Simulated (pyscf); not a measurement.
Thermochemistry of product channels of allene (H₂C=C=CH₂) + hydrogen bromide (HBr) on the singlet surface, in eV, from ωB97M-D3(BJ)/def2-TZVP energies (ideal gas, 1 atm, RRHO with modes under 100 cm⁻¹ raised to 100, one conformer, R ln 2 for rigid chiral ones). Structures and frequencies: ωB97X-D3(BJ)/def2-SVP in PySCF.

| products | ΔE | ΔH(298 K) | ΔG(600 K) | ΔG(1200 K) |
|---|---|---|---|---|
| methylene (CH₂) [singlet] + H₂C=CH–Br | +3.74 | +3.68 | +3.54 | +3.40 |
| H₂C=CH–CH₂–Br | -1.28 | -1.07 | -0.23 | +0.62 |
| bromomethane (H₃C–Br) + :C=CH₂ [singlet] | +2.24 | +2.24 | +2.07 | +1.92 |
| H₂C=C(CH₃)–Br | -1.38 | -1.19 | -0.34 | +0.52 |
| HC≡C–CH₂–Br + hydrogen (H₂) | +0.97 | +0.88 | +0.93 | +0.93 |

The channel to H₂C=CH–CH₂–Br turns unfavourable between 298 and 1200 K (ΔG from -0.66 eV to +0.62 eV). The channel to H₂C=C(CH₃)–Br turns unfavourable between 298 and 1200 K (ΔG from -0.77 eV to +0.52 eV).

These are energies of the channels, which say nothing of barriers. :C=CH₂ [singlet] lies 1.80 eV over its isomer HC≡CH, and others may lie lower still (electronic energy, ωB97M-D3(BJ)). CH₂ [singlet] is an excited spin state, 0.39 eV over the triplet at ωB97X-D3(BJ). A restricted singlet here is unstable towards spin polarisation, as is usual where a triplet lies low; its energy is less safe. Elements up to Kr have no core potential and no relativistic terms here.
